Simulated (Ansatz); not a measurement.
# H3O⁺, singlet in 6-31G: errors against full CI

Geometry: displaced at random from a stationary point.

```yaml
atoms:
  - { symbol: O, position_ang: [0.0007, -0.0005, -0.0372] }
  - { symbol: H, position_ang: [0.9407, -0.0024, 0.2189] }
  - { symbol: H, position_ang: [-0.4359, 0.8522, 0.1689] }
  - { symbol: H, position_ang: [-0.5151, -0.8420, 0.2029] }
```

Basis 6-31G; Ansatz 0.2.0. Only valence electrons are correlated (noble-gas cores frozen), which leaves 8 electrons in 14 orbitals. Prefix R: restricted or restricted open-shell reference. Active spaces: valence = (8e, 7o) chosen from the atoms' valence shells.

Full CI is exact within this basis and frozen core; it isn't the basis-set limit.

The UHF ⟨S²⟩ is 0.000 and the T1 diagnostic (RCCSD) is 0.0075. The largest doubles amplitude (RCCSD) is 0.037.

```tsv
level	E − E(RHF) (eV)
RMP2	-3.5415
RCCSD	-3.7541
RCCSD(T)	-3.7830
```

Task: Estimate how far full CI in 6-31G lies from RCCSD(T). The table doesn't fix it; the size of (T) and the diagnostics are the guide.

Result: Full CI in 6-31G lies 1.3 kJ/mol below RCCSD(T), which is 48 % of the (T) step (-2.8 kJ/mol). The diagnostics give no warning, yet the rest is a sizeable part of (T).

The other levels:

| level | E − E(full CI) (kJ/mol) | share of correlation (%) | wall time |
| --- | --- | --- | --- |
| CISD | 18.1 | 95.06 | 0.18 s |
| BCCD(T) | 1.3 | 99.63 | 0.09 s |
| RCCSDT | 1.1 | 99.71 | – |
| CISDTQ | 0.5 | 99.87 | 0.3 s |
| RCCSDT(Q) | 0.0 | 100.01 | 0.15 s |
| RCCSDTQ | 0.0 | 99.99 | 0.72 s |
| CASSCF (valence space) | 136.6 | 62.72 | – |
| NEVPT2 (valence space) | 23.8 | 93.51 | 0.75 s |
| NEVPT4(SD) (valence space) | 2.9 | 99.22 | 0.96 s |
| MRCISD (valence space) | 2.9 | 99.22 | – |
| MRCISD+Q (valence space) | 0.7 | 99.81 | 0.99 s |

The correlation energy at full CI, counted from RHF, is -3.797 eV. That run took 2.4 s on 1 thread of Intel Xeon 6975P-C, shared host over 1,002,001 determinants.

Times hold each run's SCF and search for its determinant on a shared host, so for small cases they say little of a method's own cost; they ran on 1 thread of Intel Xeon 6975P-C.

The full-CI state has the irrep A of C1, in the program's axes.

Natural occupations of full CI about the gap: 1.987 1.979 1.972 1.971 0.025 0.024 0.021 0.015 0.003 0.002; effectively unpaired electrons, Σ n²(2−n)², 0.02.
